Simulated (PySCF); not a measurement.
## How methods differ on the ionisation energy of Ar

Ar [Ar] (1S) → Ar+ [Ne] 3s2 3p5 (2P), as a difference of total energies. Computed with PySCF 2.14 in aug-cc-pV(T+d)Z, with no relativity, point nucleus. Correlated levels: valence: [Ne] frozen. The calculations carry no spin-orbit coupling.

| method | ionisation energy (eV) |
| --- | --- |
| UHF | 14.563 |
| MP2 (valence) | 15.745 |
| SCS-MP2 (valence) | 15.641 |
| CCSD (valence) | 15.554 |
| CCSD(T) (valence) | 15.610 |

A first-order spin-orbit estimate (lowest level to lowest level, LS coupling) adds -0.055 eV.

Errors of the correlated levels include the incompleteness of this basis and the frozen core.

Which method comes closest to the reference value, and which is furthest?

The reference is 15.760 eV (measured; NIST Atomic Spectra Database, ionization energies). Closest: MP2 (valence) (error -0.071 eV); furthest: UHF (error -1.253 eV), both after the spin-orbit estimate.
